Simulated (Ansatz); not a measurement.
Basis-set extrapolation for F₂+, SMILES `F[F+]` radical (PBE0-D4/def2-TZVP geometry, frozen core, Ansatz 0.2.0). Multiplicity 2, UHF reference.

|  | def2-TZVPP | def2-QZVPP |
| --- | --- | --- |
| HF | -198.218139 | -198.227567 |
| MP2 correlation | -0.455332 | -0.498788 |
| CCSD(T) correlation | -0.513938 | -0.555930 |

Energies in hartree. Use E(X) = E(∞) + A·exp(−7.88·√X) for Hartree–Fock and E(X) = E(∞) + B·X^(−2.97) for correlation, with X = 3 and 4.

Problem. What is the CCSD(T) energy at the basis-set limit?

Solution. HF limit: -198.227567 + (-0.009428) × 0.13774 = -198.22887. Correlation limit: -0.555930 + (-0.041992) × 0.74074 = -0.58704. Total: -198.81591 hartree, 220.1 kJ/mol below CCSD(T)/def2-TZVPP.
